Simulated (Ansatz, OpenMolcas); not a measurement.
## A ladder of methods for AlCl (aluminium monochloride)

AlCl: 2 atoms, total charge 0, spin state singlet. SMILES: `[Al][Cl]`. The bond length is the measured one.

```
atom   x (Å)   y (Å)   z (Å)
  Al  0.0000  0.0000  0.0000
  Cl  0.0000  0.0000  2.1301
```

Each level gives the energy change with the Al1–Cl2 bond stretched from 2.130 to 2.663 Å (eV). The values are calculated.

| level | kind | program | value (eV) |
| --- | --- | --- | --- |
| revPBE/STO-3G (restricted) | GGA | Ansatz | 1.01 |
| r2SCAN/STO-3G (restricted) | meta-GGA | Ansatz | 1.10 |
| PBE0/STO-3G (restricted) | global hybrid | OpenMolcas | 1.15 |
| HSE06/STO-3G (restricted) | range-separated hybrid | Ansatz | 1.15 |
| wB97M-V/STO-3G (restricted) | range-separated hybrid | Ansatz | 1.18 |
| B2PLYP/STO-3G (restricted) | double hybrid | OpenMolcas | 1.12 |
| RPA@PBE/STO-3G (restricted) | RPA | Ansatz | 1.05 |
| CASSCF(2,2)/STO-3G | multireference | OpenMolcas | 1.12 |
| CCSD/STO-3G (restricted) | coupled cluster or CI | Ansatz | 1.11 |
| CCSDT(Q)/STO-3G (restricted) | coupled cluster or CI | Ansatz | 1.12 |

The first shape isn't each level's own minimum. The values span 1.01 to 1.18 eV. All rows use very small basis sets, so even the best lies far from the true value.
